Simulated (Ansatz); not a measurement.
One change: `CCC(O)(O)F` becomes `OC(O)(O)F`.

Ansatz, PBE0-D4/def2-TZVP geometries, multiplicity 1. Each molecule was computed in one conformer, which needn't be the lowest.

```json
{"property": "HOMO energy (PBE/def2-TZVPP) / eV", "`CCC(O)(O)F`": "-6.99"}
{"property": "LUMO energy (ωB97M-V/def2-TZVPP) / eV", "`CCC(O)(O)F`": "2.13"}
{"property": "HOMO energy (ωB97M-V/def2-TZVPP) / eV", "`CCC(O)(O)F`": "-11.26"}
{"property": "size of the dipole moment (ωB97M-V/def2-TZVPP) / D", "`CCC(O)(O)F`": "2.04"}
{"property": "LUMO energy (PBE0/def2-TZVPP) / eV", "`CCC(O)(O)F`": "0.75"}
{"property": "HOMO–LUMO gap (PBE0/def2-TZVPP) / eV", "`CCC(O)(O)F`": "9.53"}
```

Task: Give the same properties after the change, and the shifts. (Estimate.)

Result: Computed: 
```tsv
property	`OC(O)(O)F`	shift
HOMO energy (PBE/def2-TZVPP) / eV	-7.13	-0.14
LUMO energy (ωB97M-V/def2-TZVPP) / eV	2.04	-0.09
HOMO energy (ωB97M-V/def2-TZVPP) / eV	-11.52	-0.26
size of the dipole moment (ωB97M-V/def2-TZVPP) / D	1.87	-0.17
LUMO energy (PBE0/def2-TZVPP) / eV	0.65	-0.10
HOMO–LUMO gap (PBE0/def2-TZVPP) / eV	9.66	0.13
```

With PBE0 the HOMO falls by 0.23 eV and the LUMO falls by 0.10 eV, so the gap widens by about 0.13 eV. PBE moves the HOMO by -0.14 eV and ωB97M-V by -0.26 eV. Dipoles are sizes alone; their direction can turn.
